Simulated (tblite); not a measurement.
# Cl2H2: the cost of one run

Computed with tblite 0.8.0 and PySCF 2.14.0; each step states its level. No surroundings beyond the atoms listed, unless a continuum is named. Atoms count from 0, parts from 1.

### 1 The system as given

4 atoms, charge 0, multiplicity 1; geometry: rigid parts in contact. Parts: 1 = atoms 0–1, `Cl`, charge 0; 2 = atoms 2–3, `Cl`, charge 0.

### 2 Search for minima with GFN2-xTB

The job: settings as JSON, then the geometry in Å.

```
{"job": {"kind": "dock", "xc": "GFN2-xTB", "basis": "xTB"}, "charge": 0, "multiplicity": 1, "parts": [{"atoms": "0-1", "charge": 0, "multiplicity": 1}, {"atoms": "2-3", "charge": 0, "multiplicity": 1}]}
Cl     0.638454     0.003358     0.009237
H     -0.638454    -0.003358    -0.009237
Cl    -0.092052    -2.621918     1.217059
H     -0.284380    -3.146255     2.365519
```

With the program's defaults for keys left out, this is: GFN2-xTB search for minima from random contacts, gas phase.

On the command line:

```console
$ OMP_NUM_THREADS=1 python cluster_run.py task.json out
```

The driver reads the jobs from task.json and runs them one after another.

**Question.** How long does this first job take on 1 thread of Arm Neoverse N1, shared host?

About 1.2 s.
